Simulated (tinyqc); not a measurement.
Inside a calculation (part 1 of 3). Method: ROHF in the sto-3g basis, for NH3+, spin multiplicity 2. Computed by tinyqc, a small Python program that keeps every step (integrals from PySCF). Settings: charge = 1, multiplicity = 2, basis = sto-3g, energy threshold = 1e-09, iteration cap = 84, orthogonalisation = canonical, start = atomic densities, DIIS depth = 0, method = ROHF. Command: `OMP_NUM_THREADS=1 python tinyqc.py 28537 28538 out.jsonl` (the two numbers bound the seeds that draw the settings). One thread of a shared host (Intel(R) Xeon(R) Processor @ 2.60GHz), about 0.1 s of CPU time with the checks. Later iterations appear only in the table of the cycle.

## One-electron integrals

Geometry (angstrom):
```
atom          x          y         z
N      0.000000   0.000000  0.520000
H      0.806000   0.000000  0.000000
H     -0.403000   0.698000  0.000000
H     -0.403000  -0.698000  0.000000
```

Basis sto-3g: exponents (1/bohr^2) and contraction coefficients of normalised primitives:
```
element  l (shell)   exponent  coefficient
N            s (1)  99.106169     0.154329
N            s (1)  18.052312     0.535328
N            s (1)   4.885660     0.444635
N            s (2)   3.780456    -0.099967
N            s (2)   0.878497     0.399513
N            s (2)   0.285714     0.700115
N            p (3)   3.780456     0.155916
N            p (3)   0.878497     0.607684
N            p (3)   0.285714     0.391957
H            s (1)   3.425251     0.154329
H            s (1)   0.623914     0.535328
H            s (1)   0.168855     0.444635
```

Overlap, kinetic and nuclear-attraction integrals over the contracted functions; the nuclear repulsion is the sum of Za Zb / Rab.

nuclear repulsion = 12.72286975 hartree

overlap S, lower triangle:
```
           1N 1s     1N 2s     1N 2px     1N 2py     1N 2pz     2H 1s     3H 1s     4H 1s
1N 1s   1.000000
1N 2s   0.235038  1.000000
1N 2px  0.000000  0.000000   1.000000
1N 2py  0.000000  0.000000   0.000000   1.000000
1N 2pz  0.000000  0.000000   0.000000   0.000000   1.000000
2H 1s   0.066158  0.528254   0.384087   0.000000  -0.247798  1.000000
3H 1s   0.066160  0.528262  -0.192048   0.332629  -0.247803  0.297337  1.000000
4H 1s   0.066160  0.528262  -0.192048  -0.332629  -0.247803  0.297337  0.297347  1.000000
```

kinetic energy T (hartree), lower triangle:
```
            1N 1s     1N 2s     1N 2px     1N 2py     1N 2pz     2H 1s     3H 1s     4H 1s
1N 1s   21.990753
1N 2s   -0.128416  0.606994
1N 2px   0.000000  0.000000   1.899358
1N 2py   0.000000  0.000000   0.000000   1.899358
1N 2pz   0.000000  0.000000   0.000000   0.000000   1.899358
2H 1s   -0.002489  0.145535   0.271052   0.000000  -0.174872  0.760032
3H 1s   -0.002488  0.145540  -0.135531   0.234742  -0.174879  0.020220  0.760032
4H 1s   -0.002488  0.145540  -0.135531  -0.234742  -0.174879  0.020220  0.020223  0.760032
```

nuclear attraction V (hartree), lower triangle:
```
             1N 1s      1N 2s     1N 2px     1N 2py     1N 2pz      2H 1s      3H 1s      4H 1s
1N 1s   -47.841061
1N 2s    -5.821957  -8.472375
1N 2px    0.000001   0.000005  -8.425745
1N 2py    0.000000   0.000000   0.000000  -8.425743
1N 2pz    0.028679   0.320081  -0.000003   0.000000  -8.400033
2H 1s    -1.685749  -3.815873  -2.515102   0.000000   1.741349  -5.702516
3H 1s    -1.685797  -3.815945   1.257586  -2.178148   1.741394  -1.817503  -5.702562
4H 1s    -1.685797  -3.815945   1.257586   2.178148   1.741394  -1.817503  -1.817568  -5.702562
```

core Hamiltonian H = T + V (hartree), lower triangle:
```
             1N 1s      1N 2s     1N 2px     1N 2py     1N 2pz      2H 1s      3H 1s      4H 1s
1N 1s   -25.850308
1N 2s    -5.950373  -7.865381
1N 2px    0.000001   0.000005  -6.526387
1N 2py    0.000000   0.000000   0.000000  -6.526385
1N 2pz    0.028679   0.320081  -0.000003   0.000000  -6.500675
2H 1s    -1.688238  -3.670338  -2.244050   0.000000   1.566477  -4.942484
3H 1s    -1.688285  -3.670405   1.122055  -1.943406   1.566515  -1.797283  -4.942530
4H 1s    -1.688285  -3.670405   1.122055   1.943406   1.566515  -1.797283  -1.797345  -4.942530
```

## Two-electron integrals

Functions are numbered as in S; the eight-fold symmetry (ij|kl) = (ji|kl) = (kl|ij) leaves the list below.

Two-electron integrals (ij|kl) in chemists' order, unique and non-zero (hartree):
```
(11|11) 4.166630    (21|11) 0.640849    (21|21) 0.117461    (22|11) 0.969864
(22|21) 0.220936    (22|22) 0.708245    (31|31) 0.020960    (32|31) 0.032452
(32|32) 0.156449    (33|11) 0.967124    (33|21) 0.220977    (33|22) 0.708086
(33|33) 0.762805    (41|41) 0.020960    (42|41) 0.032452    (42|42) 0.156449
(43|43) 0.041119    (44|11) 0.967124    (44|21) 0.220977    (44|22) 0.708086
(44|33) 0.680568    (44|44) 0.762805    (51|51) 0.020960    (52|51) 0.032452
(52|52) 0.156449    (53|53) 0.041119    (54|54) 0.041119    (55|11) 0.967124
(55|21) 0.220977    (55|22) 0.708086    (55|33) 0.680568    (55|44) 0.680568
(55|55) 0.762805    (61|11) 0.183329    (61|21) 0.033304    (61|22) 0.062180
(61|31) 0.001466    (61|32) 0.002732    (61|33) 0.062356    (61|44) 0.062028
(61|51) -0.000946   (61|52) -0.001762   (61|53) -0.000212   (61|55) 0.062164
(61|61) 0.009601    (62|11) 0.407380    (62|21) 0.093779    (62|22) 0.327423
(62|31) 0.006557    (62|32) 0.047849    (62|33) 0.334292    (62|44) 0.321094
(62|51) -0.004231   (62|52) -0.030871   (62|53) -0.008515   (62|55) 0.326588
(62|61) 0.027255    (62|62) 0.186077    (63|11) 0.256547    (63|21) 0.059852
(63|22) 0.222526    (63|31) 0.013697    (63|32) 0.087056    (63|33) 0.240250
(63|44) 0.211729    (63|51) -0.002383   (63|52) -0.019889   (63|53) -0.012018
(63|55) 0.215364    (63|61) 0.018242    (63|62) 0.152029    (63|63) 0.148335
(64|41) 0.010004    (64|42) 0.056228    (64|43) 0.009894    (64|54) -0.006383
(64|64) 0.025961    (65|11) -0.165514   (65|21) -0.038614   (65|22) -0.143565
(65|31) -0.002383   (65|32) -0.019889   (65|33) -0.142233   (65|44) -0.136599
(65|51) 0.011541    (65|52) 0.069060    (65|53) 0.013529    (65|55) -0.151711
(65|61) -0.011769   (65|62) -0.098083   (65|63) -0.078951   (65|65) 0.076897
(66|11) 0.530805    (66|21) 0.124152    (66|22) 0.491160    (66|31) 0.011881
(66|32) 0.114552    (66|33) 0.516741    (66|44) 0.467937    (66|51) -0.007665
(66|52) -0.073905   (66|53) -0.031486   (66|55) 0.488251    (66|61) 0.036574
(66|62) 0.339659    (66|63) 0.312166    (66|65) -0.201397   (66|66) 0.774606
(71|11) 0.183334    (71|21) 0.033305    (71|22) 0.062182    (71|31) -0.000733
(71|32) -0.001366   (71|33) 0.062111    (71|41) 0.001270    (71|42) 0.002366
(71|43) -0.000142   (71|44) 0.062276    (71|51) -0.000946   (71|52) -0.001762
(71|53) 0.000106    (71|54) -0.000184   (71|55) 0.062166    (71|61) 0.009436
(71|62) 0.026329    (71|63) 0.016358    (71|64) 0.000733    (71|65) -0.011373
(71|66) 0.034808    (71|71) 0.009602    (72|11) 0.407388    (72|21) 0.093781
(72|22) 0.327428    (72|31) -0.003279   (72|32) -0.023925   (72|33) 0.324399
(72|41) 0.005679    (72|42) 0.041439    (72|43) -0.005715   (72|44) 0.330998
(72|51) -0.004231   (72|52) -0.030871   (72|53) 0.004258    (72|54) -0.007374
(72|55) 0.326593    (72|61) 0.026329    (72|62) 0.152745    (72|63) 0.094756
(72|64) 0.015645    (72|65) -0.078616   (72|66) 0.233729    (72|71) 0.027256
(72|72) 0.186083    (73|11) -0.128277   (73|21) -0.029927   (73|22) -0.111266
(73|31) 0.010927    (73|32) 0.063936    (73|33) -0.116853   (73|41) -0.001599
(73|42) -0.013349   (73|43) 0.010460    (73|44) -0.109142   (73|51) 0.001191
(73|52) 0.009945    (73|53) -0.007792   (73|54) 0.002440    (73|55) -0.107684
(73|61) -0.007544   (73|62) -0.033829   (73|63) -0.000826   (73|64) -0.002685
(73|65) 0.016866    (73|66) -0.034309   (73|71) -0.009121   (73|72) -0.076017
(73|73) 0.056557    (74|11) 0.222177    (74|21) 0.051834    (74|22) 0.192713
(74|31) -0.001599   (74|32) -0.013349   (74|33) 0.185253    (74|41) 0.012774
(74|42) 0.079350    (74|43) -0.008222   (74|44) 0.206172    (74|51) -0.002063
(74|52) -0.017224   (74|53) 0.002440    (74|54) -0.010609   (74|55) 0.186511
(74|61) 0.014533    (74|62) 0.089882    (74|63) 0.055051    (74|64) 0.029408
(74|65) -0.045286   (74|66) 0.137026    (74|71) 0.015798    (74|72) 0.131663
(74|73) -0.052991   (74|74) 0.117743    (75|11) -0.165519   (75|21) -0.038615
(75|22) -0.143568   (75|31) 0.001191    (75|32) 0.009945    (75|33) -0.138011
(75|41) -0.002063   (75|42) -0.017224   (75|43) 0.002440    (75|44) -0.140828
(75|51) 0.011541    (75|52) 0.069061    (75|53) -0.006765   (75|54) 0.011717
(75|55) -0.151715   (75|61) -0.011373   (75|62) -0.078617   (75|63) -0.047653
(75|64) -0.008037   (75|65) 0.060391    (75|66) -0.130989   (75|71) -0.011769
(75|72) -0.098087   (75|73) 0.039477    (75|74) -0.068375   (75|75) 0.076901
(76|11) 0.183776    (76|21) 0.042644    (76|22) 0.159451    (76|31) 0.001176
(76|32) 0.009823    (76|33) 0.158060    (76|41) 0.002037    (76|42) 0.017014
(76|43) 0.000459    (76|44) 0.158590    (76|51) -0.003035   (76|52) -0.025350
(76|53) -0.002606   (76|54) -0.004514   (76|55) 0.161541    (76|61) 0.012288
(76|62) 0.089477    (76|63) 0.066944    (76|64) 0.008161    (76|65) -0.052309
(76|66) 0.164288    (76|71) 0.012288    (76|72) 0.089479    (76|73) -0.026405
(76|74) 0.062055    (76|75) -0.052310   (76|76) 0.051378    (77|11) 0.530810
(77|21) 0.124153    (77|22) 0.491164    (77|31) -0.005941   (77|32) -0.057277
(77|33) 0.480142    (77|41) 0.010290    (77|42) 0.099205    (77|43) -0.021133
(77|44) 0.504543    (77|51) -0.007666   (77|52) -0.073906   (77|53) 0.015743
(77|54) -0.027268   (77|55) 0.488255    (77|61) 0.034807    (77|62) 0.233726
(77|63) 0.135823    (77|64) 0.038801    (77|65) -0.130987   (77|66) 0.368472
(77|71) 0.036575    (77|72) 0.339665    (77|73) -0.156087   (77|74) 0.270344
(77|75) -0.201403   (77|76) 0.164288    (77|77) 0.774606    (81|11) 0.183334
(81|21) 0.033305    (81|22) 0.062182    (81|31) -0.000733   (81|32) -0.001366
(81|33) 0.062111    (81|41) -0.001270   (81|42) -0.002366   (81|43) 0.000142
(81|44) 0.062276    (81|51) -0.000946   (81|52) -0.001762   (81|53) 0.000106
(81|54) 0.000184    (81|55) 0.062166    (81|61) 0.009436    (81|62) 0.026329
(81|63) 0.016358    (81|64) -0.000733   (81|65) -0.011373   (81|66) 0.034808
(81|71) 0.009437    (81|72) 0.026330    (81|73) -0.008814   (81|74) 0.013800
(81|75) -0.011373   (81|76) 0.011957    (81|77) 0.034808    (81|81) 0.009602
(82|11) 0.407388    (82|21) 0.093781    (82|22) 0.327428    (82|31) -0.003279
(82|32) -0.023925   (82|33) 0.324399    (82|41) -0.005679   (82|42) -0.041439
(82|43) 0.005715    (82|44) 0.330998    (82|51) -0.004231   (82|52) -0.030871
(82|53) 0.004258    (82|54) 0.007374    (82|55) 0.326593    (82|61) 0.026329
(82|62) 0.152745    (82|63) 0.094756    (82|64) -0.015645   (82|65) -0.078616
(82|66) 0.233729    (82|71) 0.026330    (82|72) 0.152748    (82|73) -0.060929
(82|74) 0.074238    (82|75) -0.078618   (82|76) 0.075355    (82|77) 0.233732
(82|81) 0.027256    (82|82) 0.186083    (83|11) -0.128277   (83|21) -0.029927
(83|22) -0.111266   (83|31) 0.010927    (83|32) 0.063936    (83|33) -0.116853
(83|41) 0.001599    (83|42) 0.013349    (83|43) -0.010460   (83|44) -0.109142
(83|51) 0.001191    (83|52) 0.009945    (83|53) -0.007792   (83|54) -0.002440
(83|55) -0.107684   (83|61) -0.007544   (83|62) -0.033829   (83|63) -0.000826
(83|64) 0.002685    (83|65) 0.016866    (83|66) -0.034309   (83|71) -0.008814
(83|72) -0.060929   (83|73) 0.044527    (83|74) -0.028869   (83|75) 0.030788
(83|76) -0.021912   (83|77) -0.101518   (83|81) -0.009121   (83|82) -0.076017
(83|83) 0.056557    (84|11) -0.222177   (84|21) -0.051834   (84|22) -0.192713
(84|31) 0.001599    (84|32) 0.013349    (84|33) -0.185253   (84|41) 0.012774
(84|42) 0.079350    (84|43) -0.008222   (84|44) -0.206172   (84|51) 0.002063
(84|52) 0.017224    (84|53) -0.002440   (84|54) -0.010609   (84|55) -0.186511
(84|61) -0.014533   (84|62) -0.089882   (84|63) -0.055051   (84|64) 0.029408
(84|65) 0.045286    (84|66) -0.137026   (84|71) -0.013800   (84|72) -0.074238
(84|73) 0.028869    (84|74) -0.015942   (84|75) 0.037250    (84|76) -0.037951
(84|77) -0.098226   (84|81) -0.015798   (84|82) -0.131663   (84|83) 0.052991
(84|84) 0.117743    (85|11) -0.165519   (85|21) -0.038615   (85|22) -0.143568
(85|31) 0.001191    (85|32) 0.009945    (85|33) -0.138011   (85|41) 0.002063
(85|42) 0.017224    (85|43) -0.002440   (85|44) -0.140828   (85|51) 0.011541
(85|52) 0.069061    (85|53) -0.006765   (85|54) -0.011717   (85|55) -0.151715
(85|61) -0.011373   (85|62) -0.078617   (85|63) -0.047653   (85|64) 0.008037
(85|65) 0.060391    (85|66) -0.130989   (85|71) -0.011373   (85|72) -0.078618
(85|73) 0.030788    (85|74) -0.037250   (85|75) 0.060392    (85|76) -0.043008
(85|77) -0.130991   (85|81) -0.011769   (85|82) -0.098087   (85|83) 0.039477
(85|84) 0.068375    (85|85) 0.076901    (86|11) 0.183776    (86|21) 0.042644
(86|22) 0.159451    (86|31) 0.001176    (86|32) 0.009823    (86|33) 0.158060
(86|41) -0.002037   (86|42) -0.017014   (86|43) -0.000459   (86|44) 0.158590
(86|51) -0.003035   (86|52) -0.025350   (86|53) -0.002606   (86|54) 0.004514
(86|55) 0.161541    (86|61) 0.012288    (86|62) 0.089477    (86|63) 0.066944
(86|64) -0.008161   (86|65) -0.052309   (86|66) 0.164288    (86|71) 0.011957
(86|72) 0.075355    (86|73) -0.021912   (86|74) 0.037951    (86|75) -0.043008
(86|76) 0.043916    (86|77) 0.118120    (86|81) 0.012288    (86|82) 0.089479
(86|83) -0.026405   (86|84) -0.062055   (86|85) -0.052310   (86|86) 0.051378
(87|11) 0.183782    (87|21) 0.042645    (87|22) 0.159457    (87|31) -0.002352
(87|32) -0.019647   (87|33) 0.158860    (87|44) 0.157800    (87|51) -0.003035
(87|52) -0.025351   (87|53) 0.005212    (87|55) 0.161547    (87|61) 0.011957
(87|62) 0.075356    (87|63) 0.043823    (87|65) -0.043008   (87|66) 0.118122
(87|71) 0.012289    (87|72) 0.089482    (87|73) -0.040542   (87|74) 0.053896
(87|75) -0.052312   (87|76) 0.043918    (87|77) 0.164295    (87|81) 0.012289
(87|82) 0.089482    (87|83) -0.040542   (87|84) -0.053896   (87|85) -0.052312
(87|86) 0.043918    (87|87) 0.051382    (88|11) 0.530810    (88|21) 0.124153
(88|22) 0.491164    (88|31) -0.005941   (88|32) -0.057277   (88|33) 0.480142
(88|41) -0.010290   (88|42) -0.099205   (88|43) 0.021133    (88|44) 0.504543
(88|51) -0.007666   (88|52) -0.073906   (88|53) 0.015743    (88|54) 0.027268
(88|55) 0.488255    (88|61) 0.034807    (88|62) 0.233726    (88|63) 0.135823
(88|64) -0.038801   (88|65) -0.130987   (88|66) 0.368472    (88|71) 0.034808
(88|72) 0.233732    (88|73) -0.101518   (88|74) 0.098226    (88|75) -0.130991
(88|76) 0.118120    (88|77) 0.368478    (88|81) 0.036575    (88|82) 0.339665
(88|83) -0.156087   (88|84) -0.270344   (88|85) -0.201403   (88|86) 0.164288
(88|87) 0.164295    (88|88) 0.774606
```

## Orthogonalisation

S = U s U^T; canonical form X = U s^(-1/2), so that X^T S X = 1. Each column of U has its largest component positive (the first on a tie).

eigenvalues of S: 0.229780  0.357984  0.357988  0.891351  1.087753  1.344670  1.344679  2.385796

X:
```
                1          2          3          4          5          6          7          8
1N 1s   -0.286092   0.000000   0.000011   0.770189   0.626996   0.000000   0.000003   0.102014
1N 2s    1.529362   0.000000  -0.000037  -0.275523   0.298655   0.000000   0.000005   0.353343
1N 2px  -0.000039   0.000000  -0.987830   0.000002  -0.000003   0.000000   0.695620  -0.000003
1N 2py   0.000000   0.987826   0.000000   0.000000   0.000000   0.695626   0.000000   0.000000
1N 2pz  -0.676457   0.000000   0.000013  -0.652320   0.647667   0.000000   0.000000  -0.157634
2H 1s   -0.700815   0.000000   1.100800  -0.095339  -0.076454   0.000000   0.416164   0.293845
3H 1s   -0.700878  -0.953316  -0.550372  -0.095336  -0.076451   0.360404  -0.208078   0.293850
4H 1s   -0.700878   0.953316  -0.550372  -0.095336  -0.076451  -0.360404  -0.208078   0.293850
```

Within a degenerate level the vectors are fixed only up to a rotation; this is one choice.

## Starting guess

The start is atomic minimal-basis densities projected into this basis (PySCF's MINAO start) and scaled to the electron count of each spin; this density is not idempotent, so its energy is not variational and may lie below the converged one.

D(alpha) at the start, lower triangle:
```
            1N 1s     1N 2s     1N 2px     1N 2py    1N 2pz     2H 1s     3H 1s     4H 1s
1N 1s    1.063084
1N 2s   -0.235265  1.022744
1N 2px   0.000000  0.000000   0.466993
1N 2py   0.000000  0.000000   0.000000   0.466994
1N 2pz  -0.008229  0.032039   0.000000   0.000000  0.476712
2H 1s   -0.007098  0.009453   0.027017   0.000000  0.001586  0.483743
3H 1s   -0.007098  0.009452  -0.013508   0.023397  0.001586  0.042482  0.483743
4H 1s   -0.007098  0.009452  -0.013508  -0.023397  0.001586  0.042482  0.042484  0.483743
```

D(beta) at the start, lower triangle:
```
            1N 1s     1N 2s     1N 2px     1N 2py    1N 2pz     2H 1s     3H 1s     4H 1s
1N 1s    0.850467
1N 2s   -0.188212  0.818195
1N 2px   0.000000  0.000000   0.373594
1N 2py   0.000000  0.000000   0.000000   0.373595
1N 2pz  -0.006583  0.025631   0.000000   0.000000  0.381370
2H 1s   -0.005679  0.007562   0.021613   0.000000  0.001268  0.386995
3H 1s   -0.005679  0.007562  -0.010806   0.018717  0.001269  0.033986  0.386995
4H 1s   -0.005679  0.007562  -0.010806  -0.018717  0.001269  0.033986  0.033987  0.386995
```

## Iteration 1: building the Fock matrix

J_ij = sum D_kl (ij|kl) with D = D(alpha) + D(beta), K_ij = sum D_kl (ik|jl) for each spin; F = H + J - K(s); E = tr D H + tr D J / 2 - 0.5 sum_s tr D(s) K(s) + E_nn.

Coulomb J (hartree), lower triangle:
```
            1N 1s      1N 2s     1N 2px     1N 2py     1N 2pz     2H 1s     3H 1s     4H 1s
1N 1s   13.241985
1N 2s    2.462363   6.217921
1N 2px   0.000000  -0.000002   6.215272
1N 2py   0.000000   0.000000   0.000000   6.215270
1N 2pz  -0.019152  -0.195242   0.000001   0.000000   6.204086
2H 1s    0.699595   2.918718   1.981017   0.000000  -1.354928  4.516506
3H 1s    0.699615   2.918769  -0.990534   1.715612  -1.354961  1.445447  4.516539
4H 1s    0.699615   2.918769  -0.990534  -1.715612  -1.354961  1.445447  1.445498  4.516539
```

exchange K(alpha) (hartree), lower triangle:
```
            1N 1s      1N 2s     1N 2px     1N 2py     1N 2pz     2H 1s     3H 1s     4H 1s
1N 1s    4.288288
1N 2s    0.739235   1.296991
1N 2px   0.000000  -0.000003   0.715912
1N 2py   0.000000   0.000000   0.000000   0.715910
1N 2pz  -0.017450  -0.141225   0.000002   0.000000   0.700230
2H 1s    0.234843   0.728454   0.312490   0.000000  -0.271139  0.777701
3H 1s    0.234849   0.728466  -0.156250   0.270624  -0.271144  0.409502  0.777712
4H 1s    0.234849   0.728466  -0.156250  -0.270624  -0.271144  0.409502  0.409514  0.777712
```

exchange K(beta) (hartree), lower triangle:
```
            1N 1s      1N 2s     1N 2px     1N 2py     1N 2pz     2H 1s     3H 1s     4H 1s
1N 1s    3.430631
1N 2s    0.591388   1.037593
1N 2px   0.000000  -0.000002   0.572729
1N 2py   0.000000   0.000000   0.000000   0.572728
1N 2pz  -0.013960  -0.112980   0.000001   0.000000   0.560184
2H 1s    0.187874   0.582763   0.249992   0.000000  -0.216911  0.622161
3H 1s    0.187880   0.582773  -0.125000   0.216499  -0.216915  0.327601  0.622170
4H 1s    0.187880   0.582773  -0.125000  -0.216499  -0.216915  0.327601  0.327611  0.622170
```

F(alpha) (hartree), lower triangle:
```
             1N 1s      1N 2s     1N 2px     1N 2py     1N 2pz      2H 1s      3H 1s      4H 1s
1N 1s   -16.896611
1N 2s    -4.227245  -2.944450
1N 2px    0.000001   0.000006  -1.027027
1N 2py    0.000000   0.000000   0.000000  -1.027025
1N 2pz    0.026977   0.266064  -0.000004   0.000000  -0.996820
2H 1s    -1.223486  -1.480074  -0.575523   0.000000   0.482687  -1.203679
3H 1s    -1.223520  -1.480101   0.287772  -0.498417   0.482698  -0.761337  -1.203704
4H 1s    -1.223520  -1.480101   0.287772   0.498417   0.482698  -0.761337  -0.761360  -1.203704
```

F(beta) (hartree), lower triangle:
```
             1N 1s      1N 2s     1N 2px     1N 2py     1N 2pz      2H 1s      3H 1s      4H 1s
1N 1s   -16.038954
1N 2s    -4.079398  -2.685052
1N 2px    0.000001   0.000005  -0.883845
1N 2py    0.000000   0.000000   0.000000  -0.883843
1N 2pz    0.023487   0.237819  -0.000004   0.000000  -0.856774
2H 1s    -1.176517  -1.334383  -0.513025   0.000000   0.428459  -1.048138
3H 1s    -1.176550  -1.334408   0.256522  -0.444293   0.428469  -0.679437  -1.048161
4H 1s    -1.176550  -1.334408   0.256522   0.444293   0.428469  -0.679437  -0.679458  -1.048161
```

total energy of this density = -51.88170194 hartree

This density is the starting one; it is not idempotent, so its energy is not variational and may lie below the converged one.
